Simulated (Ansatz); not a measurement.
We consider fcc Au, described by PBE (Ansatz, a quantum-chemistry and plane-wave program, plane waves, PAW).

Numerical settings: plane-wave cutoff 500 eV, 30×30×30 k mesh, Fermi–Dirac smearing 0.1 eV, scalar-relativistic PAW data made under PBE.

Computed at the level's own relaxed cell.

Question: Predict the volume per atom and equilibrium lattice constant a.

Answer: 
- volume per atom = 17.97 Å³/atom
- equilibrium lattice constant a = 4.158 Å

Measured, for comparison: equilibrium volume per atom 16.76 Å³/atom, lattice constant a 4.062 Å (static lattice: zero-point anharmonic expansion removed; as tabulated in Mejia-Rodriguez and Trickey (2018), arXiv:1807.09216). Computed (rounded) less measured: equilibrium volume per atom +7.2 %, lattice constant a +2.4 %.

Spin–orbit coupling is not included; it can shift volumes and moduli of such heavy elements.
